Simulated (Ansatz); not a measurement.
```yaml
crystal:
  periodic: [false, false, false]
  atoms:
    - {symbol: O, position_ang: [-1.776806, -1.327289, -0.794942]}
    - {symbol: Al, position_ang: [-0.331005, -0.511913, 0.128668]}
    - {symbol: O, position_ang: [0.932040, 0.156828, 0.484453]}
    - {symbol: H, position_ang: [1.245021, 1.166277, 0.439002]}
basis:
  gaussian: {orbitals: def2-TZVPPP, fitting: {mean_field: cc-pVTZ-jkfit}, nuclear_model: gaussian}
hamiltonian: {xc: {name: SPW92}}
scf: {lower_state_search: light}
output: {forces: true}
```

```sh
$ ansatz run in.yaml --threads 4 --pin off --events-out ev --progress --plain --max-ram 10444MiB
```

(1) How does Ansatz answer? (An estimate is asked.)

Results:

(1) Computed: The program refused the input.
```
Error: <dir> can't be read: No such file or directory (os error 2)
```
